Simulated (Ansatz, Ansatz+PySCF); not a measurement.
```xyz
4

O    -0.3011   -0.1080    0.0000
H    -0.4279    0.8516    0.0000
H     1.0155   -0.1004    0.0001
H     1.8210    0.1132   -0.0001
```

Basis set: cc-pVTZ (spherical functions). Correlated methods keep 1 orbital frozen. Correlation on ROHF uses semicanonical orbitals with singles. Charge 0, multiplicity 2.

Computed with Ansatz (development build ahead of 0.2.0); each method stands on the lowest determinant of its kind that the runs found.

Give the atomization energy at this shape (free ground-state atoms in the same class of orbitals less the molecule, no zero-point energy) of doublet H3O by UHF-CCSD(T), UHF-MP2, ROHF-MP2.

| method | atomization energy |
| --- | --- |
| UHF-CCSD(T) | 8.88 eV |
| UHF-MP2 | 8.61 eV |
| ROHF-MP2 | 8.58 eV |

Caution: bonds are stretched, where a single reference can fail.
